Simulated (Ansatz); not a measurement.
# C3H3Cl: how energies converge with the basis set

How large a basis does C3H3Cl need? Two functionals are run in growing sets.

The runs use Ansatz 0.2.0, Gaussian basis; one geometry, several basis sets.

The runs, in order: PBE0-D4/def2-SVP; ωB97M-V/def2-SVP; PBE0-D4/def2-QZVPP; ωB97M-V/def2-QZVPP; the functionals' def2-TZVPP values are taken from earlier runs.

### 1 The relaxed structure

An earlier PBE0-D4 in a triple-zeta def2 set relaxation fixed the geometry.

7 atoms, charge 0, spin multiplicity 1.

Atoms are counted from 1 here; the program's logs count them from 0.

Bond lengths: C1–C2 1.298 Å, C1–H5 1.086 Å, C1–H6 1.086 Å, C2–C3 1.298 Å, C3–Cl4 1.730 Å, C3–H7 1.082 Å. Angles: C2–C1–H5 121.2°, C2–C1–H6 121.2°, H5–C1–H6 117.5°, C1–C2–C3 179.2°, C2–C3–Cl4 122.9°, C2–C3–H7 123.1°, Cl4–C3–H7 114.0°.

### 2 PBE0-D4 in def2-SVP

Contents of in.yaml:

```yaml
crystal:
  periodic: [false, false, false]
  atoms:
    - {symbol: C, position_ang: [0.496108, 1.119528, 0.570054]}
    - {symbol: C, position_ang: [0.090450, 0.016048, 0.019460]}
    - {symbol: C, position_ang: [-0.298483, -1.093022, -0.530525]}
    - {symbol: Cl, position_ang: [-1.944953, -1.400262, -0.962153]}
    - {symbol: H, position_ang: [0.823375, 1.961869, -0.031911]}
    - {symbol: H, position_ang: [0.518217, 1.235102, 1.649479]}
    - {symbol: H, position_ang: [0.376588, -1.907363, -0.760005]}
basis:
  gaussian: {orbitals: def2-SVP}
hamiltonian: {xc: pbe0, dispersion: d4}
output: {orbitals: {seedname: orbitals}}
```

Launch:

```bash
$ ansatz run in.yaml --threads 2 --pin off --events-out ev --progress --plain --max-ram 4352MiB
```

Further steps of the session: ωB97M-V in def2-SVP; PBE0-D4 in def2-QZVPP; ωB97M-V in def2-QZVPP.

Before running them: what should the planned runs give, taken together? Wanted: PBE0-D4: double and triple zeta above quadruple; ωB97M-V: double and triple zeta above quadruple.

As calculated:

| quantity | value |
| --- | --- |
| PBE0-D4: double and triple zeta above quadruple | 8.40, 0.54 eV |
| ωB97M-V: double and triple zeta above quadruple | 8.49, 0.51 eV |

PBE0-D4 gains 7.86 eV from double to triple zeta, then 0.54 eV more. Total energies overstate the basis error of differences, where much of it tends to cancel.
